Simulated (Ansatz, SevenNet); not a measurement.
For wurtzite GaN, the machine-learned potential SevenNet-l3i5 (trained on PBE and PBE+U data) gives:

| Item | Value |
|---|---|
| lattice parameter a | 3.214 Å |
| lattice parameter c | 5.242 Å |
| elastic constant C11 | 314 GPa |
| elastic constant C44 | 82.8 GPa |
| Voigt–Reuss–Hill shear modulus | 94.8 GPa |

**Question.** What does r²SCAN in Ansatz (plane waves, PAW) give for the same quantities?

**Answer.** 
- lattice constant a: 3.183 Å (shrinks by 1.0 %)
- lattice parameter c: 5.184 Å (drops by 1.1 %)
- elastic constant C11: 363 GPa (goes up by 16 %)
- elastic constant C44: 98.0 GPa (grows by 18 %)
- Voigt–Reuss–Hill shear modulus: 114 GPa (goes up by 20 %)

For comparison: lattice constant a 3.189 Å (measured, room temperature, no zero-point or thermal correction; as tabulated in Lucero et al. (2012), arXiv:1111.4515); lattice parameter c 5.185 Å (measured, room temperature, not corrected to a static lattice; as tabulated in Lucero et al. (2012), arXiv:1111.4515); elastic constant C11 390 GPa (measured, temperature not stated, not corrected to a static lattice, our sources range from 359 to 390; as tabulated in Oses et al. (2018), arXiv:1811.08464); elastic constant C44 105 GPa (measured, temperature not stated, no zero-point or thermal correction, our sources range from 98.0 to 105; as tabulated in Oses et al. (2018), arXiv:1811.08464); Voigt–Reuss–Hill shear modulus 120 GPa (measured, temperature not stated, no zero-point or thermal correction, Hill average of measured single-crystal constants; as tabulated in Oses et al. (2018), arXiv:1811.08464).

Changes are worked out from the printed values.

Unless a cell is named, each level is at its own relaxed cell (SevenNet-l3i5 11.73, r²SCAN 11.37 Å³/atom).

Ansatz's density-functional and Hartree–Fock values are scalar-relativistic unless marked +SOC, with PAW data made under PBE.

Ansatz is an electronic-structure program.
